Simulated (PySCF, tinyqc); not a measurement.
Worked calculation: RHF in the sto-6g basis, for H2O, spin multiplicity 1. The lowest restricted solution is unstable here: a spin-polarised one lies 0.0003 hartree lower (PySCF). One step of it, computed by the program tinyqc.

Question. Iteration 2: building the Fock matrix. J_ij = sum D_kl (ij|kl), K_ij = sum D_kl (ik|jl); F = H + J - 0.5 K; E = tr D H + tr D J / 2 - 0.25 tr D K + E_nn.

D after iteration 1, order 1O 1s, 1O 2s, 1O 2px, 1O 2py, 1O 2pz, 2H 1s, 3H 1s:
$$\begin{pmatrix}
2.118528 & -0.528865 & 0.000000 & -0.002920 & 0.045260 & 0.065308 & 0.063550 \\
-0.528865 & 2.402802 & 0.000000 & 0.016986 & -0.289297 & -0.462592 & -0.460830 \\
0.000000 & 0.000000 & 2.000000 & 0.000000 & 0.000000 & 0.000000 & 0.000000 \\
-0.002920 & 0.016986 & 0.000000 & 0.326909 & -0.013298 & 0.468535 & -0.487946 \\
0.045260 & -0.289297 & 0.000000 & -0.013298 & 0.319070 & 0.481007 & 0.487181 \\
0.065308 & -0.462592 & 0.000000 & 0.468535 & 0.481007 & 1.457161 & 0.034572 \\
0.063550 & -0.460830 & 0.000000 & -0.487946 & 0.487181 & 0.034572 & 1.414075
\end{pmatrix}$$

core Hamiltonian H = T + V (hartree), order 1O 1s, 1O 2s, 1O 2px, 1O 2py, 1O 2pz, 2H 1s, 3H 1s:
$$\begin{pmatrix}
-32.767637 & -7.240663 & 0.000000 & 0.000291 & -0.011086 & -0.834524 & -0.883083 \\
-7.240663 & -8.992639 & 0.000000 & 0.003267 & -0.130677 & -2.096467 & -2.191719 \\
0.000000 & 0.000000 & -7.261875 & 0.000000 & 0.000000 & 0.000000 & 0.000000 \\
0.000291 & 0.003267 & 0.000000 & -7.343444 & 0.001580 & -1.311358 & 1.361993 \\
-0.011086 & -0.130677 & 0.000000 & 0.001580 & -7.305338 & -0.983562 & -1.021758 \\
-0.834524 & -2.096467 & 0.000000 & -1.311358 & -0.983562 & -4.010379 & -0.610355 \\
-0.883083 & -2.191719 & 0.000000 & 1.361993 & -1.021758 & -0.610355 & -4.070718
\end{pmatrix}$$

Two-electron integrals (ij|kl) in chemists' order, unique and non-zero (hartree):
```
(11|11) 4.787491    (21|11) 0.675884    (21|21) 0.121505    (22|11) 1.117379
(22|21) 0.249212    (22|22) 0.817383    (31|31) 0.025762    (32|31) 0.039145
(32|32) 0.180664    (33|11) 1.117381    (33|21) 0.249212    (33|22) 0.817382
(33|33) 0.880663    (41|41) 0.025762    (42|41) 0.039145    (42|42) 0.180664
(43|43) 0.047461    (44|11) 1.117381    (44|21) 0.249212    (44|22) 0.817382
(44|33) 0.785741    (44|44) 0.880663    (51|51) 0.025762    (52|51) 0.039145
(52|52) 0.180664    (53|53) 0.047461    (54|54) 0.047461    (55|11) 1.117381
(55|21) 0.249212    (55|22) 0.817382    (55|33) 0.785741    (55|44) 0.785741
(55|55) 0.880663    (61|11) 0.082191    (61|21) 0.014179    (61|22) 0.028503
(61|33) 0.028443    (61|41) 0.000562    (61|42) 0.001106    (61|44) 0.028560
(61|51) 0.000410    (61|52) 0.000807    (61|54) 0.000085    (61|55) 0.028505
(61|61) 0.001686    (62|11) 0.225777    (62|21) 0.051188    (62|22) 0.189254
(62|33) 0.185974    (62|41) 0.003327    (62|42) 0.025838    (62|44) 0.192394
(62|51) 0.002427    (62|52) 0.018853    (62|54) 0.004684    (62|55) 0.189392
(62|61) 0.006023    (62|62) 0.057747    (63|31) 0.005332    (63|32) 0.031150
(63|43) 0.005179    (63|53) 0.003779    (63|63) 0.007591    (64|11) 0.141889
(64|21) 0.032588    (64|22) 0.128362    (64|33) 0.122856    (64|41) 0.007115
(64|42) 0.047133    (64|44) 0.137234    (64|51) 0.001301    (64|52) 0.011662
(64|54) 0.006712    (64|55) 0.124996    (64|61) 0.003985    (64|62) 0.047567
(64|64) 0.046229    (65|11) 0.103530    (65|21) 0.023778    (65|22) 0.093660
(65|33) 0.089642    (65|41) 0.001301    (65|42) 0.011662    (65|44) 0.092575
(65|51) 0.006281    (65|52) 0.039660    (65|54) 0.007319    (65|55) 0.098761
(65|61) 0.002908    (65|62) 0.034707    (65|64) 0.028192    (65|65) 0.028161
(66|11) 0.409902    (66|21) 0.094623    (66|22) 0.402143    (66|33) 0.387821
(66|41) 0.006916    (66|42) 0.075842    (66|44) 0.415859    (66|51) 0.005046
(66|52) 0.055338    (66|54) 0.020458    (66|55) 0.402748    (66|61) 0.011197
(66|62) 0.165974    (66|64) 0.155338    (66|65) 0.113343    (66|66) 0.774999
(71|11) 0.086997    (71|21) 0.015007    (71|22) 0.030162    (71|33) 0.030099
(71|41) -0.000595   (71|42) -0.001170   (71|44) 0.030222    (71|51) 0.000434
(71|52) 0.000854    (71|54) -0.000090   (71|55) 0.030165    (71|61) 0.001756
(71|62) 0.006145    (71|64) 0.003751    (71|65) 0.002972    (71|66) 0.011346
(71|71) 0.001889    (72|11) 0.236465    (72|21) 0.053600    (72|22) 0.197874
(72|33) 0.194452    (72|41) -0.003483   (72|42) -0.026941   (72|44) 0.201147
(72|51) 0.002543    (72|52) 0.019673    (72|54) -0.004889   (72|55) 0.198022
(72|61) 0.006081    (72|62) 0.046391    (72|64) 0.026998    (72|65) 0.027085
(72|66) 0.104808    (72|71) 0.006673    (72|72) 0.062798    (73|31) 0.005615
(73|32) 0.032700    (73|43) -0.005413   (73|53) 0.003953    (73|63) 0.005842
(73|73) 0.008307    (74|11) -0.147677   (74|21) -0.033914   (74|22) -0.133402
(74|33) -0.127651   (74|41) 0.007477    (74|42) 0.049315    (74|44) -0.142668
(74|51) -0.001360   (74|52) -0.012133   (74|54) 0.007013    (74|55) -0.129886
(74|61) -0.003687   (74|62) -0.026771   (74|64) -0.010297   (74|65) -0.015364
(74|66) -0.057131   (74|71) -0.004390   (74|72) -0.051423   (74|74) 0.049842
(75|11) 0.107839    (75|21) 0.024765    (75|22) 0.097415    (75|33) 0.093216
(75|41) -0.001360   (75|42) -0.012133   (75|44) 0.096276    (75|51) 0.006608
(75|52) 0.041560    (75|54) -0.007648   (75|55) 0.102753    (75|61) 0.002926
(75|62) 0.026987    (75|64) 0.015422    (75|65) 0.021312    (75|66) 0.065783
(75|71) 0.003206    (75|72) 0.037551    (75|74) -0.030330   (75|75) 0.030455
(76|11) 0.059715    (76|21) 0.013685    (76|22) 0.055083    (76|33) 0.053850
(76|41) 0.000005    (76|42) 0.000062    (76|44) 0.054907    (76|51) 0.001001
(76|52) 0.009347    (76|54) 0.000014    (76|55) 0.056493    (76|61) 0.001590
(76|62) 0.016735    (76|64) 0.012113    (76|65) 0.011329    (76|66) 0.051336
(76|71) 0.001682    (76|72) 0.017376    (76|74) -0.012453   (76|75) 0.011711
(76|76) 0.006281    (77|11) 0.417425    (77|21) 0.096347    (77|22) 0.408827
(77|33) 0.394049    (77|41) -0.007139   (77|42) -0.077810   (77|44) 0.422964
(77|51) 0.005213    (77|52) 0.056820    (77|54) -0.021115   (77|55) 0.409468
(77|61) 0.010916    (77|62) 0.101857    (77|64) 0.055870    (77|65) 0.064246
(77|66) 0.258115    (77|71) 0.012070    (77|72) 0.174494    (77|74) -0.162429
(77|75) 0.118612    (77|76) 0.051336    (77|77) 0.774999
```

nuclear repulsion = 6.95103965 hartree

Give: Coulomb J; exchange K; Fock matrix F; total energy of this density.

Answer.

Coulomb J (hartree), order 1O 1s, 1O 2s, 1O 2px, 1O 2py, 1O 2pz, 2H 1s, 3H 1s:
$$\begin{pmatrix}
16.337 & 2.854 & 0.000 & 0.001 & 0.005 & 0.337 & 0.356 \\
2.854 & 7.484 & 0.000 & 0.003 & 0.127 & 1.787 & 1.865 \\
0.000 & 0.000 & 7.536 & 0.000 & 0.000 & 0.000 & 0.000 \\
0.001 & 0.003 & 0.000 & 7.480 & -0.002 & 1.234 & -1.278 \\
0.005 & 0.127 & 0.000 & -0.002 & 7.436 & 0.928 & 0.963 \\
0.337 & 1.787 & 0.000 & 1.234 & 0.928 & 4.370 & 0.545 \\
0.356 & 1.865 & 0.000 & -1.278 & 0.963 & 0.545 & 4.399
\end{pmatrix}$$

exchange K (hartree), order 1O 1s, 1O 2s, 1O 2px, 1O 2py, 1O 2pz, 2H 1s, 3H 1s:
$$\begin{pmatrix}
9.790 & 1.461 & 0.000 & 0.000 & 0.004 & 0.186 & 0.196 \\
1.461 & 2.356 & 0.000 & 0.005 & -0.030 & 0.628 & 0.656 \\
0.000 & 0.000 & 2.223 & 0.000 & 0.000 & 0.000 & 0.000 \\
0.000 & 0.005 & 0.000 & 1.176 & -0.020 & 0.490 & -0.507 \\
0.004 & -0.030 & 0.000 & -0.020 & 1.060 & 0.407 & 0.420 \\
0.186 & 0.628 & 0.000 & 0.490 & 0.407 & 1.384 & 0.187 \\
0.196 & 0.656 & 0.000 & -0.507 & 0.420 & 0.187 & 1.375
\end{pmatrix}$$

Fock matrix F (hartree), order 1O 1s, 1O 2s, 1O 2px, 1O 2py, 1O 2pz, 2H 1s, 3H 1s:
$$\begin{pmatrix}
-21.325 & -5.117 & 0.000 & 0.001 & -0.008 & -0.591 & -0.625 \\
-5.117 & -2.687 & 0.000 & 0.004 & 0.011 & -0.624 & -0.654 \\
0.000 & 0.000 & -0.838 & 0.000 & 0.000 & 0.000 & 0.000 \\
0.001 & 0.004 & 0.000 & -0.451 & 0.009 & -0.323 & 0.338 \\
-0.008 & 0.011 & 0.000 & 0.009 & -0.400 & -0.259 & -0.269 \\
-0.591 & -0.624 & 0.000 & -0.323 & -0.259 & -0.332 & -0.159 \\
-0.625 & -0.654 & 0.000 & 0.338 & -0.269 & -0.159 & -0.359
\end{pmatrix}$$

total energy of this density = -75.17595 hartree
